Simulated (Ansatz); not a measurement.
## Cl2, singlet: reading a ladder of total energies

Geometry: MP2(full)/6-31G*, from the G2/97 set.

| atom | x (Å) | y (Å) | z (Å) |
| --- | --- | --- | --- |
| Cl | 0.0000 | 0.0000 | 0.0000 |
| Cl | 0.0000 | 0.0000 | 2.0151 |

Basis STO-3G; Ansatz 0.2.0. Correlated methods freeze the noble-gas cores, which leaves 14 electrons in 8 orbitals. R marks a restricted (for open shells ROHF) determinant.

Full CI is exact within this basis and frozen core; it isn't the basis-set limit.

Runs differ by some tens of microhartree through their thresholds, so steps under 0.03 kcal/mol mean nothing.

```
    level  total energy (hartree)
      RHF             -909.113789
     RMP2             -909.133110
    RCCSD             -909.142926
 RCCSD(T)             -909.142926
   RCCSDT             -909.142926
RCCSDT(Q)             -909.142928
  RCCSDTQ             -909.142928
  full CI             -909.142928
```

Q: What is the correlation energy at full CI, and what share of it do RMP2 and RCCSD recover?

A: E(corr) = -909.142928 − (-909.113789) = -0.029139 hartree = -0.793 eV. RMP2: -0.019321 / -0.029139 = 66.31 %. RCCSD: -0.029137 / -0.029139 = 99.99 %.

Q: By how many kcal/mol does RCCSD(T) miss full CI (1 hartree = 627.509 kcal/mol), and which steps make up the rest?

A: -909.142926 − (-909.142928) = 0.000002 hartree = 0.00 kcal/mol. Steps: RCCSDT − RCCSD(T) = 0.00, RCCSDT(Q) − RCCSDT = 0.00, RCCSDTQ − RCCSDT(Q) = 0.00, full CI − RCCSDTQ = 0.00 kcal/mol. That is within 1 kcal/mol of the reference in this basis, which itself misses far more of the correlation at the basis-set limit.
